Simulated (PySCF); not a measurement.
# A gas-phase reaction: AlClH2 + H3N → AlH4N + ClH

What reaction energy should one expect for `[AlH2][Cl]` + `N` → `[NH2][AlH2]` + `Cl`?

Programs: PySCF 2.14.0. All values are calculated, for the isolated system unless a continuum is named. Atoms count from 0, parts from 1.

## (1) Starting point

Each species was relaxed by itself at PBE0-D3(BJ)/def2-SVPD.

## (2) Energies of the species: wB97M-D3(BJ)/def2-TZVPD

What the job is given:

```
{"job": {"kind": "react", "xc": "wB97M-D3(BJ)", "basis": "def2-TZVPD"}, "charge": 0, "multiplicity": 1}
-1 AlClH2 charge 0 multiplicity 1
Al    -0.029490    -0.207990    -0.011460
Cl     0.331020     1.881460    -0.003910
H      0.623000    -1.054380     1.147320
H     -0.919940    -0.780780    -1.179240

-1 H3N charge 0 multiplicity 1
N      0.004790    -0.004930     0.284430
H     -0.526220    -0.779120    -0.103540
H     -0.409450     0.850680    -0.073640
H      0.943820    -0.065190    -0.098300

+1 AlH4N charge 0 multiplicity 1
N     -0.026580    -0.366910    -0.868360
Al     0.022060     0.329790     0.770320
H      0.740340    -0.345880    -1.528420
H     -0.818000    -0.854380    -1.268700
H      1.359750     1.047710     1.227640
H     -1.277570     0.189680     1.667550

+1 ClH charge 0 multiplicity 1
Cl     0.644720    -0.001960     0.001820
H     -0.643490     0.003640    -0.000990
```

Method: wB97M-D3(BJ)/def2-TZVPD reaction energy of separated species, gas phase.

The run is started by

```bash
$ OMP_NUM_THREADS=1 python cluster_run.py task.json out
```

The driver reads the jobs from task.json and runs them one after another.

Output:

```text
species 1 (AlClH2)
coarse grid: 17616 points
cycle   1  E = -703.9646552509  dE = -1.474e-01  |g| = 2.719e-01  |ddm| = 1.370e+00
cycle   2  E = -703.9827268999  dE = -1.807e-02  |g| = 2.028e-01  |ddm| = 4.463e-01
cycle   3  E = -703.9914736834  dE = -8.747e-03  |g| = 1.902e-02  |ddm| = 1.873e-01
cycle   4  E = -703.9916264302  dE = -1.527e-04  |g| = 5.452e-03  |ddm| = 3.691e-02
cycle   5  E = -703.9916463931  dE = -1.996e-05  |g| = 1.308e-03  |ddm| = 1.272e-02
cycle   6  E = -703.9916471342  dE = -7.411e-07  |g| = 2.941e-04  |ddm| = 1.967e-03
final grid: 34384 points
cycle   7  E = -703.9916335194  dE = -6.383e-08  |g| = 1.509e-04  |ddm| = 5.540e-04
cycle   8  E = -703.9916335278  dE = -8.313e-09  |g| = 8.596e-05  |ddm| = 1.980e-04
cycle   9  E = -703.9916335294  dE = -1.642e-09  |g| = 1.911e-05  |ddm| = 7.149e-05
cycle  10  E = -703.9916335298  dE = -4.454e-10  |g| = 5.122e-06  |ddm| = 4.396e-05
converged SCF energy = -703.9916335298

species 2 (H3N)
coarse grid: 12536 points
cycle   1  E = -56.5694024797  dE = -1.294e-01  |g| = 3.024e-01  |ddm| = 1.089e+00
cycle   2  E = -56.5779568775  dE = -8.554e-03  |g| = 2.716e-01  |ddm| = 2.677e-01
cycle   3  E = -56.5918793736  dE = -1.392e-02  |g| = 2.125e-02  |ddm| = 1.115e-01
cycle   4  E = -56.5919850040  dE = -1.056e-04  |g| = 5.195e-03  |ddm| = 1.729e-02
cycle   5  E = -56.5919961441  dE = -1.114e-05  |g| = 7.323e-04  |ddm| = 8.723e-03
cycle   6  E = -56.5919965594  dE = -4.153e-07  |g| = 1.111e-04  |ddm| = 3.177e-03
final grid: 27112 points
cycle   7  E = -56.5919835647  dE = -1.510e-08  |g| = 6.438e-05  |ddm| = 6.253e-04
cycle   8  E = -56.5919835666  dE = -1.918e-09  |g| = 5.247e-05  |ddm| = 1.999e-04
cycle   9  E = -56.5919835673  dE = -6.560e-10  |g| = 1.188e-05  |ddm| = 4.476e-05
converged SCF energy = -56.5919835673

species 3 (AlH4N)
coarse grid: 21360 points
cycle   1  E = -299.6492178990  dE = -1.737e-01  |g| = 4.055e-01  |ddm| = 1.718e+00
cycle   2  E = -299.6540002575  dE = -4.782e-03  |g| = 4.251e-01  |ddm| = 5.353e-01
cycle   3  E = -299.6899540803  dE = -3.595e-02  |g| = 2.576e-02  |ddm| = 2.513e-01
cycle   4  E = -299.6903031452  dE = -3.491e-04  |g| = 8.850e-03  |ddm| = 4.387e-02
cycle   5  E = -299.6903340431  dE = -3.090e-05  |g| = 1.734e-03  |ddm| = 1.317e-02
cycle   6  E = -299.6903360430  dE = -2.000e-06  |g| = 4.038e-04  |ddm| = 4.082e-03
final grid: 44376 points
cycle   7  E = -299.6903219187  dE = -1.401e-07  |g| = 2.186e-04  |ddm| = 1.674e-03
cycle   8  E = -299.6903219397  dE = -2.103e-08  |g| = 2.159e-04  |ddm| = 4.111e-04
cycle   9  E = -299.6903219497  dE = -1.002e-08  |g| = 4.096e-05  |ddm| = 1.561e-04
cycle  10  E = -299.6903219522  dE = -2.539e-09  |g| = 1.205e-05  |ddm| = 1.661e-04
cycle  11  E = -299.6903219523  dE = -7.287e-11  |g| = 1.880e-06  |ddm| = 2.609e-05
converged SCF energy = -299.6903219523

species 4 (ClH)
coarse grid: 8792 points
cycle   1  E = -460.8503328662  dE = -8.165e-02  |g| = 2.169e-01  |ddm| = 7.239e-01
cycle   2  E = -460.8625125379  dE = -1.218e-02  |g| = 1.397e-01  |ddm| = 2.651e-01
cycle   3  E = -460.8670520471  dE = -4.540e-03  |g| = 1.358e-02  |ddm| = 9.818e-02
cycle   4  E = -460.8670931303  dE = -4.108e-05  |g| = 3.364e-03  |ddm| = 9.545e-03
cycle   5  E = -460.8670993788  dE = -6.248e-06  |g| = 8.516e-04  |ddm| = 3.915e-03
final grid: 17120 points
cycle   6  E = -460.8670681419  dE = -3.716e-07  |g| = 3.676e-04  |ddm| = 8.894e-04
cycle   7  E = -460.8670681882  dE = -4.628e-08  |g| = 1.618e-04  |ddm| = 3.981e-04
cycle   8  E = -460.8670681948  dE = -6.577e-09  |g| = 4.221e-05  |ddm| = 1.296e-04
cycle   9  E = -460.8670681961  dE = -1.315e-09  |g| = 3.978e-06  |ddm| = 6.532e-05
cycle  10  E = -460.8670681961  dE = -1.933e-12  |g| = 8.167e-07  |ddm| = 3.315e-06
converged SCF energy = -460.8670681961

Reaction energy = 16.314 kcal/mol
```

Run time: 13 s. Hardware: 1 thread of Arm Neoverse N1, shared host; peak memory 0.44 GiB.

Species by species (with the dispersion term, which the log's SCF energies lack):

```csv
ν,species,energy (Eh),HOMO (eV)
-1,[AlH2][Cl],-703.99383,-10.90
-1,N,-56.59358,-10.26
+1,[NH2][AlH2],-299.69380,-10.04
+1,Cl,-460.86761,-11.93
```

## (3) Energies of the species: PBE0-D3(BJ)/def2-TZVPD

Settings changed since step 2:

```diff
@@ -1,2 +1,2 @@
-{"job": {"kind": "react", "xc": "wB97M-D3(BJ)", "basis": "def2-TZVPD"}, "charge": 0, "multiplicity": 1}
+{"job": {"kind": "react", "xc": "PBE0", "basis": "def2-TZVPD", "disp": "d3bj"}, "charge": 0, "multiplicity": 1}
 -1 AlClH2 charge 0 multiplicity 1
```

With the program's defaults for keys left out, this is: PBE0-D3(BJ)/def2-TZVPD reaction energy of separated species, gas phase.

Output:

```text
species 1 (AlClH2)
coarse grid: 4488 points
cycle   1  E = -703.6119660668  dE = -1.116e-01  |g| = 2.576e-01  |ddm| = 1.452e+00
cycle   2  E = -703.6106733736  dE =  1.293e-03  |g| = 2.892e-01  |ddm| = 5.352e-01
cycle   3  E = -703.6317526985  dE = -2.108e-02  |g| = 2.558e-02  |ddm| = 2.817e-01
cycle   4  E = -703.6318626473  dE = -1.099e-04  |g| = 6.855e-03  |ddm| = 2.141e-02
cycle   5  E = -703.6318725586  dE = -9.911e-06  |g| = 1.730e-03  |ddm| = 5.586e-03
final grid: 34384 points
cycle   6  E = -703.6325355433  dE = -5.349e-06  |g| = 3.188e-03  |ddm| = 8.630e-03
cycle   7  E = -703.6325349791  dE =  5.641e-07  |g| = 3.244e-03  |ddm| = 4.835e-03
cycle   8  E = -703.6325373774  dE = -2.398e-06  |g| = 1.906e-04  |ddm| = 2.781e-03
cycle   9  E = -703.6325373891  dE = -1.171e-08  |g| = 7.473e-06  |ddm| = 1.984e-04
cycle  10  E = -703.6325373891  dE = -1.808e-11  |g| = 2.706e-06  |ddm| = 9.068e-06
converged SCF energy = -703.6325373891

species 2 (H3N)
coarse grid: 2928 points
cycle   1  E = -56.4891906281  dE = -9.639e-02  |g| = 3.707e-01  |ddm| = 1.102e+00
cycle   2  E = -56.4627641278  dE =  2.643e-02  |g| = 5.179e-01  |ddm| = 4.442e-01
cycle   3  E = -56.5198659617  dE = -5.710e-02  |g| = 1.578e-02  |ddm| = 2.491e-01
cycle   4  E = -56.5199146144  dE = -4.865e-05  |g| = 3.352e-03  |ddm| = 8.667e-03
cycle   5  E = -56.5199167844  dE = -2.170e-06  |g| = 3.226e-04  |ddm| = 2.233e-03
final grid: 27112 points
cycle   6  E = -56.5150236301  dE = -1.171e-05  |g| = 5.581e-03  |ddm| = 1.596e-02
cycle   7  E = -56.5150182091  dE =  5.421e-06  |g| = 7.644e-03  |ddm| = 6.114e-03
cycle   8  E = -56.5150298479  dE = -1.164e-05  |g| = 1.271e-04  |ddm| = 3.438e-03
cycle   9  E = -56.5150298515  dE = -3.589e-09  |g| = 3.238e-05  |ddm| = 1.032e-04
cycle  10  E = -56.5150298518  dE = -2.741e-10  |g| = 3.593e-06  |ddm| = 2.315e-05
converged SCF energy = -56.5150298518

species 3 (AlH4N)
coarse grid: 5168 points
cycle   1  E = -299.4080654144  dE = -1.351e-01  |g| = 4.772e-01  |ddm| = 1.808e+00
cycle   2  E = -299.3195018385  dE =  8.856e-02  |g| = 7.764e-01  |ddm| = 7.660e-01
cycle   3  E = -299.4579974807  dE = -1.385e-01  |g| = 4.586e-02  |ddm| = 5.085e-01
cycle   4  E = -299.4585955392  dE = -5.981e-04  |g| = 8.114e-03  |ddm| = 4.089e-02
cycle   5  E = -299.4586101512  dE = -1.461e-05  |g| = 1.343e-03  |ddm| = 8.151e-03
cycle   6  E = -299.4586107075  dE = -5.563e-07  |g| = 3.318e-04  |ddm| = 1.628e-03
final grid: 44376 points
cycle   7  E = -299.4543552627  dE = -1.004e-05  |g| = 5.461e-03  |ddm| = 1.801e-02
cycle   8  E = -299.4543455389  dE =  9.724e-06  |g| = 8.681e-03  |ddm| = 7.278e-03
cycle   9  E = -299.4543613496  dE = -1.581e-05  |g| = 1.305e-04  |ddm| = 4.858e-03
cycle  10  E = -299.4543613552  dE = -5.581e-09  |g| = 3.853e-05  |ddm| = 2.003e-04
cycle  11  E = -299.4543613556  dE = -3.744e-10  |g| = 9.914e-06  |ddm| = 4.968e-05
converged SCF energy = -299.4543613556

species 4 (ClH)
coarse grid: 2248 points
cycle   1  E = -460.6537837985  dE = -4.644e-02  |g| = 1.882e-01  |ddm| = 7.411e-01
cycle   2  E = -460.6558524794  dE = -2.069e-03  |g| = 1.902e-01  |ddm| = 3.151e-01
cycle   3  E = -460.6653815709  dE = -9.529e-03  |g| = 1.506e-02  |ddm| = 1.513e-01
cycle   4  E = -460.6654036282  dE = -2.206e-05  |g| = 2.693e-03  |ddm| = 7.323e-03
cycle   5  E = -460.6654051761  dE = -1.548e-06  |g| = 1.111e-03  |ddm| = 2.553e-03
final grid: 17120 points
cycle   6  E = -460.6658902586  dE = -4.429e-06  |g| = 2.164e-03  |ddm| = 7.339e-03
cycle   7  E = -460.6658902882  dE = -2.954e-08  |g| = 1.795e-03  |ddm| = 2.512e-03
cycle   8  E = -460.6658909057  dE = -6.175e-07  |g| = 1.533e-04  |ddm| = 1.363e-03
cycle   9  E = -460.6658909126  dE = -6.901e-09  |g| = 2.148e-05  |ddm| = 1.086e-04
cycle  10  E = -460.6658909127  dE = -1.012e-10  |g| = 4.933e-06  |ddm| = 1.682e-05
converged SCF energy = -460.6658909127

Reaction energy = 17.118 kcal/mol
```

It took 5.7 s on 1 thread of Arm Neoverse N1, shared host; peak memory 0.44 GiB.

Reaction energy at this level: 17.12 kcal/mol.

## (4) Reaction energy: MP2/def2-TZVPD

Settings changed since step 3:

```diff
@@ -1,2 +1,2 @@
-{"job": {"kind": "react", "xc": "PBE0", "basis": "def2-TZVPD", "disp": "d3bj"}, "charge": 0, "multiplicity": 1}
+{"job": {"kind": "react", "xc": "MP2", "basis": "def2-TZVPD"}, "charge": 0, "multiplicity": 1}
 -1 AlClH2 charge 0 multiplicity 1
```

Level: MP2/def2-TZVPD reaction energy of separated species, gas phase.

Output:

```text
species 1 (AlClH2)
final grid: 34384 points
cycle   1  E = -702.6306804140  dE = -1.982e-01  |g| = 2.687e-01  |ddm| = 1.342e+00
cycle   2  E = -702.6589159474  dE = -2.824e-02  |g| = 1.128e-01  |ddm| = 3.690e-01
cycle   3  E = -702.6621412001  dE = -3.225e-03  |g| = 2.477e-02  |ddm| = 1.380e-01
cycle   4  E = -702.6624511945  dE = -3.100e-04  |g| = 4.919e-03  |ddm| = 5.557e-02
cycle   5  E = -702.6624643619  dE = -1.317e-05  |g| = 8.413e-04  |ddm| = 1.093e-02
cycle   6  E = -702.6624649041  dE = -5.421e-07  |g| = 2.817e-04  |ddm| = 1.364e-03
cycle   7  E = -702.6624649747  dE = -7.068e-08  |g| = 6.784e-05  |ddm| = 5.100e-04
cycle   8  E = -702.6624649781  dE = -3.391e-09  |g| = 1.461e-05  |ddm| = 1.135e-04
cycle   9  E = -702.6624649782  dE = -1.247e-10  |g| = 2.015e-06  |ddm| = 2.710e-05
converged SCF energy = -702.6624649782

species 2 (H3N)
final grid: 27112 points
cycle   1  E = -56.2058931840  dE = -1.621e-01  |g| = 2.298e-01  |ddm| = 1.073e+00
cycle   2  E = -56.2178837250  dE = -1.199e-02  |g| = 7.796e-02  |ddm| = 1.404e-01
cycle   3  E = -56.2190890004  dE = -1.205e-03  |g| = 2.444e-02  |ddm| = 4.021e-02
cycle   4  E = -56.2192483271  dE = -1.593e-04  |g| = 5.225e-03  |ddm| = 1.749e-02
cycle   5  E = -56.2192624595  dE = -1.413e-05  |g| = 1.112e-03  |ddm| = 7.204e-03
cycle   6  E = -56.2192636790  dE = -1.220e-06  |g| = 2.935e-04  |ddm| = 3.286e-03
cycle   7  E = -56.2192637737  dE = -9.468e-08  |g| = 4.961e-05  |ddm| = 9.839e-04
cycle   8  E = -56.2192637758  dE = -2.081e-09  |g| = 4.563e-06  |ddm| = 1.082e-04
cycle   9  E = -56.2192637758  dE = -1.397e-11  |g| = 5.841e-07  |ddm| = 2.273e-05
converged SCF energy = -56.2192637758

species 3 (AlH4N)
final grid: 44376 points
cycle   1  E = -298.7217937815  dE = -2.436e-01  |g| = 3.034e-01  |ddm| = 1.680e+00
cycle   2  E = -298.7474786672  dE = -2.568e-02  |g| = 1.439e-01  |ddm| = 3.566e-01
cycle   3  E = -298.7521889600  dE = -4.710e-03  |g| = 4.077e-02  |ddm| = 1.180e-01
cycle   4  E = -298.7527951569  dE = -6.062e-04  |g| = 5.362e-03  |ddm| = 5.792e-02
cycle   5  E = -298.7528103189  dE = -1.516e-05  |g| = 1.336e-03  |ddm| = 1.047e-02
cycle   6  E = -298.7528115291  dE = -1.210e-06  |g| = 4.220e-04  |ddm| = 2.296e-03
cycle   7  E = -298.7528116644  dE = -1.353e-07  |g| = 9.737e-05  |ddm| = 8.770e-04
cycle   8  E = -298.7528116742  dE = -9.809e-09  |g| = 2.330e-05  |ddm| = 2.381e-04
cycle   9  E = -298.7528116747  dE = -5.193e-10  |g| = 5.578e-06  |ddm| = 5.399e-05
converged SCF energy = -298.7528116747

species 4 (ClH)
final grid: 17120 points
cycle   1  E = -460.0817346951  dE = -1.009e-01  |g| = 2.132e-01  |ddm| = 7.101e-01
cycle   2  E = -460.0969049012  dE = -1.517e-02  |g| = 8.401e-02  |ddm| = 2.053e-01
cycle   3  E = -460.0986383020  dE = -1.733e-03  |g| = 1.826e-02  |ddm| = 5.472e-02
cycle   4  E = -460.0988468701  dE = -2.086e-04  |g| = 6.315e-03  |ddm| = 1.638e-02
cycle   5  E = -460.0988768704  dE = -3.000e-05  |g| = 1.289e-03  |ddm| = 7.398e-03
cycle   6  E = -460.0988780865  dE = -1.216e-06  |g| = 2.808e-04  |ddm| = 1.659e-03
cycle   7  E = -460.0988781398  dE = -5.326e-08  |g| = 4.150e-05  |ddm| = 4.895e-04
cycle   8  E = -460.0988781405  dE = -7.323e-10  |g| = 7.806e-06  |ddm| = 6.177e-05
converged SCF energy = -460.0988781405

Reaction energy = 16.461 kcal/mol
```

Run time: 2.8 s. Hardware: 1 thread of Arm Neoverse N1, shared host; peak memory 0.46 GiB.

Reaction energy at this level: 16.46 kcal/mol.

## (5) Side by side

Energies in kcal/mol, with wall time:

```csv
run,reaction,time
wB97M-D3(BJ)/def2-TZVPD,16.31,13 s
PBE0-D3(BJ)/def2-TZVPD,17.12,5.7 s
MP2/def2-TZVPD,16.46,2.8 s
```

## (6) What came out

| quantity | value |
| --- | --- |
| reaction energy (wB97M-D3(BJ)/def2-TZVPD) | 16.31 kcal/mol |
| ΔH, ΔG at 298 K (xTB thermal terms) | +12.8, +12.3 kcal/mol |
| range of the reaction energy over the runs of this table | 16.31 to 17.12 kcal/mol |

The reaction is endothermic by 12.8 kcal/mol in the gas phase; dispersion gives -0.14, and xTB itself gave 23.93 for the electronic energy (xTB energies and thermal terms come from the earlier relaxation of each species, not shown). No barrier was sought. The reaction energy runs from 16.31 (wB97M-D3(BJ)/def2-TZVPD) to 17.12 kcal/mol (PBE0-D3(BJ)/def2-TZVPD).
